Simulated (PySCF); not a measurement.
A geometry optimisation on formic acid, `O=CO`.

Method: PBE0/def2-TZVP geometry optimisation, gas phase (PySCF 2.14.0). Start geometry: GFN2-xTB. A driver script takes a list of jobs; this job's settings line and coordinates (Å) are shown.

Input:
```
{"job": {"xc": "PBE0", "basis": "def2-TZVP", "grid": 1, "kind": "geom"}, "charge": 0, "multiplicity": 1}
O     -0.658784     1.126476    -0.554433
C     -0.413538     0.025410    -0.167133
O      0.782297    -0.538584    -0.158730
H     -1.155371    -0.678320     0.239912
H      1.454017     0.067870    -0.515247
```

Output:
```
step   0  E = -189.63977299  max force = 0.013346
step   1  E = -189.64003316  max force = 0.002568
step   2  E = -189.64018708  max force = 0.001840
step   3  E = -189.64015406  max force = 0.003617
step   4  E = -189.64018355  max force = 0.001821
step   5  E = -189.64018876  max force = 0.001715
step   6  E = -189.64020416  max force = 0.000103
step   7  E = -189.64020416  max force = 0.000039
optimisation converged
```

Energies in Eh; «max force» is the largest Cartesian gradient component in Eh/bohr.

Problem. At which steps does the energy rise by more than 1e-5 Eh?

Solution. At step 3 (+0.03 mEh).

Problem. Give the first gradient maximum in eV/Å.

Solution. With 1 Eh/bohr = 51.422 eV/Å, 0.686 eV/Å.

Main results: final energy -189.64020 Eh after 7 steps; dipole 1.55 D.

Problem. Where do the atoms end?

Solution. 0.021 Å rms from the input after alignment:
```
atom  x, y, z in Å
O1    -0.6973    1.1157   -0.4627
C2    -0.3989   -0.0347   -0.3459
O3     0.8059   -0.4832    0.0142
H4    -1.0748   -0.8840   -0.5186
H5     1.3710    0.2913    0.1560
```

Problem. How long does this job take on Arm Neoverse V1, one thread, shared host? And the peak memory of the process?

Solution. About 10 s, with 0.40 GiB resident at the peak, the Python interpreter and its libraries included.
Labels such as C1 count atoms from 1, the log's own numbers from 0.
